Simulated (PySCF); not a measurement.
## dimethylphosphine: calculation against experiment

**Measured values to compare with.**

From NIST CCCBDB Release 22 (SRD 101), experimental dipoles, for the gas: dipole moment 1.23 D.

The results are set against them at the end.

Compound: dimethylphosphine, C2H7P.
Numbering: `[CH3:1][PH:2][CH3:3]` (hydrogens: H4, H5, H6 on C1; H7 on P2; H8, H9, H10 on C3)

Geometry (GFN2-xTB, Å), atoms numbered from 1 in this order:
```xyz
10
C2H7P angstrom
C      1.3597    0.1851   -0.0714
P      0.2157   -0.4244    1.2520
C     -1.3779    0.1637    0.5123
H      2.3473   -0.2425    0.0868
H      1.4376    1.2688    0.0046
H      0.9999   -0.0824   -1.0632
H      0.1192   -1.7309    0.7504
H     -2.2083   -0.2772    1.0592
H     -1.4511   -0.1021   -0.5407
H     -1.4332    1.2465    0.6163
```

Runs made with PySCF (gas phase, on this GFN2-xTB geometry; no spin–orbit coupling):

```json
{"level": "PBE0/pcSseg-1", "job": "shieldings, charges and field gradients, density and orbital grids written", "basis functions": "93"}
{"level": "PBE0/def2-SVPD", "job": "8 singlets by full TDDFT, 3 Tamm–Dancoff triplets, polarisability", "basis functions": "120"}
```

Results beside the measurements:

**Dipole moment.** Measured: 1.23 D (NIST CCCBDB Release 22 (SRD 101), experimental dipoles).

```tsv
level	computed (D)	computed − measured (D)	% (from the printed values)
PBE0/pcSseg-1	1.32	+0.09	+7
PBE0/def2-SVPD	1.31	+0.08	+7
```

Closest is PBE0/def2-SVPD (+0.08 D), furthest PBE0/pcSseg-1 (+0.09 D); one molecule doesn't rank methods. The computed dipoles belong to one fixed geometry; measured ones are averaged over vibrations unless marked μe. Magnitudes are compared, not signs.

The geometry is computed, not the measured one. Where a level misses, the cause wasn't examined.
